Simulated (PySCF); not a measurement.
# Potential energy of F₂⁻ along the bond

Set-up: basis F aug-cc-pVDZ; no relativity; PySCF 2.14. Energies in eV from F + F⁻ in their ground configurations at the same level. State: doublet, unpaired electrons σ ↑.

All columns are PBE0.

```csv
R (Å),E (eV),HOMO (eV),LUMO (eV),Mayer bond order,⟨S²⟩
1.731,-1.399,-1.27,4.44,0.33,0.75
1.812,-1.566,-1.86,3.85,0.36,0.76
1.892,-1.646,-2.11,3.33,0.38,0.76
1.953,-1.669,-2.25,2.99,0.40,0.76
2.013,-1.669,-2.38,2.67,0.41,0.76
2.073,-1.653,-2.34,2.39,0.42,0.76
2.154,-1.615,-2.23,2.05,0.44,0.76
2.255,-1.555,-2.12,1.68,0.45,0.76
2.375,-1.478,-2.01,1.30,0.46,0.76
2.536,-1.383,-1.92,0.88,0.47,0.76
```

The state was picked by a PBE0 search and need not be the measured ground state.
